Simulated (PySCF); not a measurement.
# O2+: from the state search to spectroscopic constants

What are the lowest state that PBE0 finds, the bond length, vibrational wavenumber and bond energy of O2+, and how much do these hang on the method?

Method: O x2c-SVPall, spin-free X2C with a Gaussian nucleus; program: PySCF 2.14.0.

## 1. Input

The job is set up so:

- atoms: O, O
- charge: 1
- basis: O x2c-SVPall
- Hamiltonian: spin-free X2C with a Gaussian nucleus
- basis functions: 28
- electrons treated: 15
- masses in u: 15.9949, 15.9949
- levels: PBE0, PBE, r²SCAN, BLYP, PBEsol, TPSS, HF, MP2, SCS-MP2, CCSD, CCSD(T)
- grid: 80 radial by 434 angular points
- occupations: held fixed by the projection of orbital angular momentum
- dissociation limit: O+ + O, each in its ground configuration
- starting distance in angstrom: 1.300
- values of 2S to try: 1, 3, 5

Run with:

```console
> OMP_NUM_THREADS=1 python dia.py task.json out
```

Further steps of the session: The PBE0 curve of the state that the search chose; Excited determinants; PBE (GGA); r²SCAN (meta-GGA); BLYP; PBEsol (GGA); TPSS (meta-GGA); UHF (mean field); Correlated methods on the Hartree–Fock reference.

Q: Predict the outcome of this session. Wanted: for each run, Re; ωe; De.

The runs gave:

Lowest PBE0 solution found, without spin–orbit coupling: ²Πg (doublet), unpaired electrons π ↑. State 2 has its PBE0 minimum 3.79 eV higher. The other levels ran on the lowest alone.

| level | Re (Å) | ωe (cm⁻¹) | De (eV) |
| --- | --- | --- | --- |
| UHF | 1.062 | 2580 | 1.24 |
| UHF-MP2 | 1.155 | 1528 | 6.65 |
| UHF-SCS-MP2 | 1.142 | 1674 | 6.32 |
| UHF-CCSD | 1.112 | 2081 | 5.56 |
| UHF-CCSD(T) | 1.121 | 1981 | 5.89 |
| PBE | 1.122 | 1997 | 8.10 |
| PBEsol | 1.118 | 2032 | 8.46 |
| BLYP | 1.129 | 1934 | 7.87 |
| TPSS | 1.120 | 2004 | 7.26 |
| r²SCAN | 1.109 | 2095 | 6.78 |
| PBE0 | 1.098 | 2204 | 6.80 |

De is counted to O+ + O in their ground configurations.

Differences from CCSD(T) in the same basis:

| level | Re (mÅ) | ωe (%) |
| --- | --- | --- |
| UHF | -59 | +30.2 |
| UHF-MP2 | +34 | -22.9 |
| UHF-SCS-MP2 | +21 | -15.5 |
| UHF-CCSD | -9 | +5.1 |
| PBE | +1 | +0.8 |
| PBEsol | -3 | +2.6 |
| BLYP | +8 | -2.4 |
| TPSS | -1 | +1.1 |
| r²SCAN | -12 | +5.7 |
| PBE0 | -23 | +11.3 |

**Reading.** Judged by CCSD(T) in the same basis: best bond length PBE and TPSS (1 mÅ off), worst UHF (-59 mÅ); best wavenumber PBE (+0.8 %), worst UHF (+30.2 %). Hartree–Fock makes the bond too short and too stiff against this reference, as it mostly does. CCSD(T) in a basis this small is itself some way from its limit, more so than the functionals. Of the levels with a De here, UHF gives the least (1.24 eV) and PBEsol the most (8.46 eV).

Correlated steps freeze 2 core orbitals. At UHF the stretched side of the curve climbs above De, by a hump or because the determinant held fixed goes to a higher limit.
